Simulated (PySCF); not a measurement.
Gas-phase reaction: 2 SiHF2 + 3 SiH2 ⇌ 4 SiHF + SiH4

Energies from PySCF (xtb for GFN2), thermal terms from the rigid-rotor harmonic-oscillator model, ideal gas at 1 bar. † marks an energy on the PBE0/def2-TZVP geometry and frequencies; other levels use their own. 6-31G* has spherical d functions here. Open shells (unrestricted): SiHF2 (multiplicity 2); the rest are closed-shell singlets. GFN2 has no spin-polarisation term. B3LYP is the form with VWN-RPA correlation. SiHF2, SiHF: computed as isolated molecules; such fragments, hydroxides, amides, oligomers or adducts are transient or little studied in the gas. The harmonic model lacks anharmonicity and excited electronic states, which grow with temperature; levels with a mode under 35 cm⁻¹ are left out.

```json
[
 {"level": "B3LYP/6-31G*", "ΔE electronic, kJ": "-221", "ΔH°(298 K), kJ": "-213", "ΔS°(298 K), J/K": "-6", "ΔG°(1200 K), kJ": "-201"},
 {"level": "GFN2-xTB", "ΔE electronic, kJ": "-310", "ΔH°(298 K), kJ": "-303", "ΔS°(298 K), J/K": "-9", "ΔG°(1200 K), kJ": "-287"},
 {"level": "HF/6-31G*", "ΔE electronic, kJ": "-137", "ΔH°(298 K), kJ": "-130", "ΔS°(298 K), J/K": "-5", "ΔG°(1200 K), kJ": "-119"},
 {"level": "PBE0/def2-SVP†", "ΔE electronic, kJ": "-209", "ΔH°(298 K), kJ": "-202", "ΔS°(298 K), J/K": "-6", "ΔG°(1200 K), kJ": "-190"},
 {"level": "r2SCAN/def2-TZVP†", "ΔE electronic, kJ": "-179", "ΔH°(298 K), kJ": "-172", "ΔS°(298 K), J/K": "-6", "ΔG°(1200 K), kJ": "-160"}
]
```
ΔH° is lowest at GFN2-xTB and highest at HF/6-31G*. No reference value is set beside these.
